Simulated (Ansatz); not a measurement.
# CHAl (singlet): from Hartree-Fock to the top rungs at angle C2–Al1–H3 = 156.8°, cc-pVTZ

How much of the correlation energy of CHAl (singlet) does each wave-function method recover here?

Computed with Ansatz 0.2.0, Gaussian basis. Level: cc-pVTZ, core rule «outside noble gas», up to 6 orbitals frozen.

Plan: UHF; CCSD(T) on RHF; CCSD(T) on UHF; BCCD(T) on RHF; CISD; CCSDT(Q) on RHF.

13 further runs of the same task are left out: 3 for a known fault of the program, 7 that didn't finish, 3 set aside as unsound or not needed.

## Step 1: The geometry

The geometry derives from a PBE0/def2-TZVP stationary point (not a proven minimum). One angle is set to the value named; bond lengths are kept.

3 atoms, charge 0, spin multiplicity 1.

Atoms are counted from 1 here; the program's logs count them from 0.

Bond lengths: Al1–C2 1.924 Å, Al1–H3 1.591 Å. Angles: C2–Al1–H3 156.8°.

In the tables R marks a restricted determinant and U an unrestricted one; energies count from the table's Hartree-Fock row.

## Step 2: UHF

in.yaml reads:

```yaml
crystal:
  periodic: [false, false, false]
  atoms:
    - {symbol: Al, position_ang: [-0.235572, 0.000000, 0.108543]}
    - {symbol: C, position_ang: [0.151207, 0.000000, -1.775699]}
    - {symbol: H, position_ang: [0.084365, 0.000000, 1.667156]}
basis:
  gaussian: {orbitals: cc-pVTZ}
magnetization: {spin_polarized: true, initial_magnetization: 0}
hamiltonian: {xc: hf}
output: {orbitals: {seedname: orbitals}}
```

Run with:

```bash
$ ansatz run in.yaml --threads 1 --pin off --events-out ev --progress --plain --max-ram 2393MiB
```

Log:

```text
Functional definition: HF
  name "HF"
  cite "Fock, Z. Phys. 61, 126 (1930) doi:10.1007/BF01340294"
  parent pbe
  exchange = exact_x
  correlation = 0
619 factors; their error is unknown
mean field evaluation 1: about -7621.6518 eV, gradient 1.0e1 eV
mean field evaluation 2: about -7622.2913 eV, gradient 5.8e0 eV
mean field evaluation 4: about -7622.5906 eV, gradient 4.3e-1 eV
mean field evaluation 8: about -7622.6006 eV, gradient 1.2e-1 eV
mean field evaluation 16: about -7622.8952 eV, gradient 1.3e0 eV
mean field evaluation 32: about -7624.2996 eV, gradient 6.6e-2 eV
mean field evaluation 64: about -7623.3333 eV, gradient 6.3e-1 eV
mean field evaluation 96: about -7624.2734 eV, gradient 8.3e-2 eV
mean field evaluation 128: about -7623.9621 eV, gradient 1.2e0 eV
mean field evaluation 160: about -7623.3187 eV, gradient 6.4e-1 eV
mean field evaluation 192: about -7619.6892 eV, gradient 9.8e0 eV
mean field evaluation 224: about -7616.4328 eV, gradient 2.0e1 eV
mean field evaluation 256: about -7623.9295 eV, gradient 4.6e-1 eV
mean field evaluation 288: about -7623.7563 eV, gradient 1.4e0 eV
mean field evaluation 320: about -7622.6742 eV, gradient 6.2e-1 eV
mean field evaluation 352: about -7622.6964 eV, gradient 6.7e-5 eV
mean field evaluation 384: about -7624.2951 eV, gradient 8.0e-1 eV
mean field evaluation 416: about -7623.4951 eV, gradient 7.1e0 eV
mean field -7624.29960197 eV, -280.1878424365 hartree, gradient 9.5e-6 eV, S^2 1.544776; 11 other end points of the search recorded, 0 dependent functions left out
reference -7624.29960197 eV, -280.1878424365 hartree; 10, 10 occupied and 68, 68 virtual orbitals, 619 factors
Total energy: -7624.29960197 eV, -280.1878424365 hartree
```

Run time: 3.3 s. Hardware: 1 thread of AMD EPYC 9R14, shared host.

From the report: ⟨S²⟩ of the determinant 1.545 (pure singlet: 0.00). The determinant is far from a pure spin state, so its energy mixes those of several spin states (harmless only where they are near-degenerate, as at dissociation).

The unrestricted solution breaks the spin symmetry, so the restricted determinant is unstable here.

## Step 3: CCSD(T) on RHF

Changes to in.yaml since step 2:

```diff
@@ -8,4 +8,4 @@
   gaussian: {orbitals: cc-pVTZ}
-magnetization: {spin_polarized: true, initial_magnetization: 0}
-hamiltonian: {xc: hf}
-output: {orbitals: {seedname: orbitals}}
+magnetization: {spin_polarized: false}
+correlation: {method: ccsd_t, electrons: outside_noble_gas}
+output: {forces: true}
```

The command is unchanged.

Log (excerpt; [...] marks lines left out):

```text
Functional definition: HF
  name "HF"
  cite "Fock, Z. Phys. 61, 126 (1930) doi:10.1007/BF01340294"
  parent pbe
[...]
473 factors; integrals over basis functions are off by at most 1.2e-3 eV
[...]
mean field -7622.74064391 eV, -280.1305517843 hartree, gradient 2.9e-6 eV, S^2 0.000000; 11 other end points of the search recorded, 0 dependent functions left out; unrestricted orbitals would lower it
[...]
determinant -7622.74064391 eV, -280.1305517843 hartree, with singles and doubles -7629.11004319 eV, -280.3646228906 hartree
determinant -7622.69659981 eV, -280.1289331937 hartree, with singles and doubles -7629.09342507 eV, -280.3640121861 hartree
determinant -7619.55656589 eV, -280.0135390754 hartree, with singles and doubles -7626.59341636 eV, -280.2721385605 hartree
[...]
unrestricted determinant -7624.29977912 eV, -280.1878489467 hartree, S^2 1.5448
6 core orbitals not correlated: weight in the atoms' cores, before any rotation towards them, 1.000 or more for the frozen orbitals, at most 0.000 for the correlated occupied ones
reference -7622.69659981 eV, -280.1289331937 hartree; 4, 4 occupied and 68, 68 virtual orbitals, 473 factors
second order -5.41339303 eV of doubles, -0.00000000 eV of singles
cycle   1  -6.26189445 eV  change   -2.2e-8 eV  update   3.8e-6
[...]
cycle   4  -6.26189215 eV  change    3.8e-7 eV  update   5.7e-7
perturbative correction -0.38564827 eV, -0.0141723126 hartree
[...]
Total energy: -7629.34414023 eV, -280.3732257982 hartree
Atom 0 at    -0.235572     0.000000     0.108543 Å, force     0.048632     0.000000     0.253444 eV/Å
Atom 1 at     0.151207     0.000000    -1.775699 Å, force     0.006690    -0.000000    -0.265446 eV/Å
Atom 2 at     0.084365     0.000000     1.667156 Å, force    -0.055321     0.000000     0.012002 eV/Å
Dipole moment:    -0.231069    -0.000000     0.542679 e Å
```

It took 10 s on 1 thread of AMD EPYC 9R14, shared host.

From the report: correlation -6.6475 eV; T1 0.035; largest double amplitude 0.10.

## Step 4: CCSD(T) on UHF

Changes to in.yaml since step 3:

```diff
@@ -8,3 +8,3 @@
   gaussian: {orbitals: cc-pVTZ}
-magnetization: {spin_polarized: false}
+magnetization: {spin_polarized: true, initial_magnetization: 0}
 correlation: {method: ccsd_t, electrons: outside_noble_gas}
```

The command is unchanged.

Log (excerpt; [...] marks lines left out):

```text
Functional definition: HF
  name "HF"
  cite "Fock, Z. Phys. 61, 126 (1930) doi:10.1007/BF01340294"
  parent pbe
[...]
473 factors; integrals over basis functions are off by at most 1.2e-3 eV
[...]
mean field -7624.29977912 eV, -280.1878489468 hartree, gradient 1.1e-6 eV, S^2 1.544779; 26 other end points of the search recorded, 0 dependent functions left out
determinant -7624.29977912 eV, -280.1878489468 hartree, with singles and doubles -7629.59642402 eV, -280.3824970564 hartree
determinant -7624.06884438 eV, -280.1793622515 hartree, with singles and doubles -7629.54061579 eV, -280.3804461418 hartree
determinant -7623.96374296 eV, -280.1754998454 hartree, with singles and doubles -7629.71451194 eV, -280.3868367075 hartree
determinant -7623.43909844 eV, -280.1562195152 hartree, with singles and doubles -7628.95913004 eV, -280.3590769347 hartree
[...]
reference -7623.96374320 eV, -280.1754998543 hartree; 4, 4 occupied and 68, 68 virtual orbitals, 473 factors
second order -4.77644661 eV of doubles, -0.00000000 eV of singles
cycle   1  -5.65636306 eV  change   -8.3e-6 eV  update   5.0e-4
[...]
cycle  15  -5.65636256 eV  change    1.6e-7 eV  update   9.2e-7
perturbative correction -0.35709328 eV, -0.0131229361 hartree
WARN: the results are in doubt because among natural orbitals full CI differs from the method by +0.729 eV
[...]
Total energy: -7629.97719904 eV, -280.3964902804 hartree
Atom 0 at    -0.235572     0.000000     0.108543 Å, force    -0.158888    -0.000004     0.049786 eV/Å
Atom 1 at     0.151207     0.000000    -1.775699 Å, force     0.078945     0.000002    -0.123051 eV/Å
Atom 2 at     0.084365     0.000000     1.667156 Å, force     0.079942     0.000002     0.073265 eV/Å
Dipole moment:    -0.159349     0.000000     0.609233 e Å
In doubt: among natural orbitals full CI differs from the method by +0.729 eV
```

Run time: 35 s. Hardware: 1 thread of AMD EPYC 9R14, shared host; peak memory 0.43 GiB.

From the report: ⟨S²⟩ of the determinant 1.044 (pure singlet: 0.00); correlation -6.0135 eV; T1 0.038; largest double amplitude 0.09. The determinant is far from a pure spin state, so its energy mixes those of several spin states (harmless only where they are near-degenerate, as at dissociation). Mind the lines of doubt at the end of the log.

## Step 5: BCCD(T) on RHF

Changes to in.yaml since step 4:

```diff
@@ -8,4 +8,3 @@
   gaussian: {orbitals: cc-pVTZ}
-magnetization: {spin_polarized: true, initial_magnetization: 0}
-correlation: {method: ccsd_t, electrons: outside_noble_gas}
-output: {forces: true}
+magnetization: {spin_polarized: false}
+correlation: {method: bccd_t, electrons: outside_noble_gas}
```

Launched as before.

Log (excerpt; [...] marks lines left out):

```text
Functional definition: HF
  name "HF"
  cite "Fock, Z. Phys. 61, 126 (1930) doi:10.1007/BF01340294"
  parent pbe
[...]
473 factors; integrals over basis functions are off by at most 1.2e-3 eV
[...]
mean field -7622.74064391 eV, -280.1305517843 hartree, gradient 2.9e-6 eV, S^2 0.000000; 11 other end points of the search recorded, 0 dependent functions left out; unrestricted orbitals would lower it
[...]
determinant -7622.74064391 eV, -280.1305517843 hartree, with singles and doubles -7629.11004319 eV, -280.3646228906 hartree
determinant -7622.69659981 eV, -280.1289331937 hartree, with singles and doubles -7629.09342507 eV, -280.3640121861 hartree
determinant -7619.55656589 eV, -280.0135390754 hartree, with singles and doubles -7626.59341636 eV, -280.2721385605 hartree
determinant -7622.74064391 eV, -280.1305517843 hartree, with singles and doubles -7628.97416694 eV, -280.3596295308 hartree
determinant -7622.69659981 eV, -280.1289331937 hartree, with singles and doubles -7628.95849423 eV, -280.3590535693 hartree
unrestricted determinant -7624.29977912 eV, -280.1878489467 hartree, S^2 1.5448
6 core orbitals not correlated: weight in the atoms' cores, before any rotation towards them, 1.000 or more for the frozen orbitals, at most 0.000 for the correlated occupied ones
reference -7622.69659981 eV, -280.1289331937 hartree; 4, 4 occupied and 68, 68 virtual orbitals, 473 factors
second order -5.41339303 eV of doubles, -0.00000000 eV of singles
cycle   1  -6.22201284 eV  change    4.0e-2 eV  update   2.4e-2
[...]
cycle  14  -6.23323568 eV  change    7.4e-7 eV  update   3.2e-6
perturbative correction -0.40648731 eV, -0.0149381332 hartree
Total energy: -7629.33632280 eV, -280.3729385130 hartree
```

It took 9 s on 1 thread of AMD EPYC 9R14, shared host.

From the report: correlation -6.6397 eV; largest double amplitude 0.10.

## Step 6: CISD

Changes to in.yaml since step 5:

```diff
@@ -8,3 +8,2 @@
   gaussian: {orbitals: cc-pVTZ}
-magnetization: {spin_polarized: false}
-correlation: {method: bccd_t, electrons: outside_noble_gas}
+correlation: {active_space: {ras: {orbitals: [4, 0, 68], electrons: 8, max_holes: 2, max_particles: 2}, fixed_orbitals: true}}
```

The command is unchanged.

Log:

```text
Functional definition: HF
  name "HF"
  cite "Fock, Z. Phys. 61, 126 (1930) doi:10.1007/BF01340294"
  parent pbe
  exchange = exact_x
  correlation = 0
473 factors; integrals over basis functions are off by at most 1.2e-3 eV
mean field evaluation 1: about -7621.7421 eV, gradient 1.5e1 eV
mean field evaluation 2: about -7621.7441 eV, gradient 1.5e1 eV
mean field evaluation 4: about -7622.6501 eV, gradient 2.4e0 eV
mean field evaluation 8: about -7622.6954 eV, gradient 1.8e-1 eV
mean field evaluation 16: about -7622.6997 eV, gradient 7.6e-1 eV
mean field evaluation 32: about -7622.7406 eV, gradient 3.3e-4 eV
mean field evaluation 64: about -7622.6966 eV, gradient 3.4e-2 eV
mean field evaluation 96: about -7619.5099 eV, gradient 6.2e0 eV
mean field evaluation 128: about -7622.6968 eV, gradient 4.0e-2 eV
mean field -7622.74064391 eV, -280.1305517843 hartree, gradient 2.9e-6 eV, S^2 0.000000; 10 other end points of the search recorded, 0 dependent functions left out
reference -7622.74064391 eV, -280.1305517843 hartree; 10, 10 occupied and 68, 68 virtual orbitals, 473 factors
state -7628.44868457 eV, -280.3403184095 hartree
Total energy: -7628.44868457 eV, -280.3403184095 hartree
```

Wall time 2.8 s (1 thread of AMD EPYC 9R14, shared host).

From the report: 55,209 determinants.

## Step 7: CCSDT(Q) on RHF

Changes to in.yaml since step 6:

```diff
@@ -8,2 +8,3 @@
   gaussian: {orbitals: cc-pVTZ}
-correlation: {active_space: {ras: {orbitals: [4, 0, 68], electrons: 8, max_holes: 2, max_particles: 2}, fixed_orbitals: true}}
+magnetization: {spin_polarized: false}
+correlation: {method: ccsdt_q, electrons: outside_noble_gas}
```

Launched as before.

Log (excerpt; [...] marks lines left out):

```text
Functional definition: HF
  name "HF"
  cite "Fock, Z. Phys. 61, 126 (1930) doi:10.1007/BF01340294"
  parent pbe
[...]
926 factors; integrals over basis functions are off by at most 1.5e-7 eV
[...]
mean field -7622.74065051 eV, -280.1305520272 hartree, gradient 2.7e-6 eV, S^2 0.000000; 11 other end points of the search recorded, 0 dependent functions left out; unrestricted orbitals would lower it
[...]
determinant -7622.74065051 eV, -280.1305520272 hartree, with singles and doubles -7629.11006829 eV, -280.3646238133 hartree
determinant -7622.69660685 eV, -280.1289334523 hartree, with singles and doubles -7629.09345316 eV, -280.3640132184 hartree
determinant -7619.55657745 eV, -280.0135395002 hartree, with singles and doubles -7626.59345660 eV, -280.2721400393 hartree
determinant -7622.74065051 eV, -280.1305520272 hartree, with singles and doubles -7628.97417216 eV, -280.3596297224 hartree
determinant -7622.69660685 eV, -280.1289334523 hartree, with singles and doubles -7628.95850065 eV, -280.3590538051 hartree
unrestricted determinant -7624.29978953 eV, -280.1878493294 hartree, S^2 1.5448
6 core orbitals not correlated: weight in the atoms' cores, before any rotation towards them, 1.000 or more for the frozen orbitals, at most 0.000 for the correlated occupied ones
reference -7622.69660685 eV, -280.1289334523 hartree; 4, 4 occupied and 68, 68 virtual orbitals, 926 factors
second order -5.41341850 eV of doubles, -0.00000000 eV of singles
cycle   1  -5.82289529 eV  change   -4.1e-1 eV  update   1.2e-1
[...]
cycle  42  -6.73995625 eV  change    3.1e-8 eV  update   1.1e-7
perturbative correction -0.10997176 eV, -0.0040413876 hartree
Total energy: -7629.54653485 eV, -280.3806636634 hartree
```

Run time: 50 s. Hardware: 1 thread of AMD EPYC 9R14, shared host; peak memory 0.54 GiB.

From the report: correlation -6.8499 eV; T1 0.042; largest double amplitude 0.33.

## Step 8: All levels against the top one

No level here is safe as a reference; RCCSDT(Q) serves as a yardstick only. Rows without a time come out of other runs: HF, MP2 and CCSD of CCSD(T), CCSDT of CCSDT(Q). The times of RCCSD(T), UCCSD(T) include forces.

Differences are taken before rounding.

```
   method  energy from the lowest RHF (meV)  from RCCSDT(Q) (meV)   time
      RHF                               0.0               +6805.9       
     RMP2                           -5369.3               +1436.5       
     UMP2                           -5999.5                +806.3       
     CISD                           -5708.0               +1097.9  2.8 s
    RCCSD                           -6217.8                +588.0       
    UCCSD                           -6879.5                 -73.6       
 RCCSD(T)                           -6603.5                +202.4   10 s
 UCCSD(T)                           -7236.6                -430.7   35 s
  BCCD(T)                           -6595.7                +210.2    9 s
   RCCSDT                           -6695.9                +110.0       
RCCSDT(Q)                           -6805.9                     0   50 s
```

Among the levels timed on like hardware and quicker than the yardstick, those that no quicker one beats, quickest first: CISD (2.8 s, +1097.9 meV); BCCD(T) (9 s, +210.2 meV); RCCSD(T) (10 s, +202.4 meV).

Left out of the table: UHF (another determinant or state than the rows shown).

The program flags UCCSD(T) as in doubt (see the logs), so those rows may rest on another solution; read them beside their warnings.

## Step 9: What came out

| quantity | value |
| --- | --- |
| RCCSDT(Q) below the RHF energy | -6.8059 eV |
| RMP2 from RCCSDT(Q) | +1436.5 meV |
| UMP2 from RCCSDT(Q) | +806.3 meV |
| RCCSD from RCCSDT(Q) | +588.0 meV |
| RCCSD(T) from RCCSDT(Q) | +202.4 meV |
| UCCSD(T) from RCCSDT(Q) | -430.7 meV |
| T1 diagnostic | 0.035 |

RCCSD(T) misses by +202.4 meV, 3.0 % of the correlation energy. CCSD(T) misses by +202.4 meV on the restricted determinant and by -430.7 meV on the unrestricted one; the two need not hold the same state or core. Coupled cluster took another determinant than the lowest Hartree-Fock one. Warnings: restricted reference is unstable; spin contamination; coupled cluster took another determinant than the lowest; large T1 diagnostic.
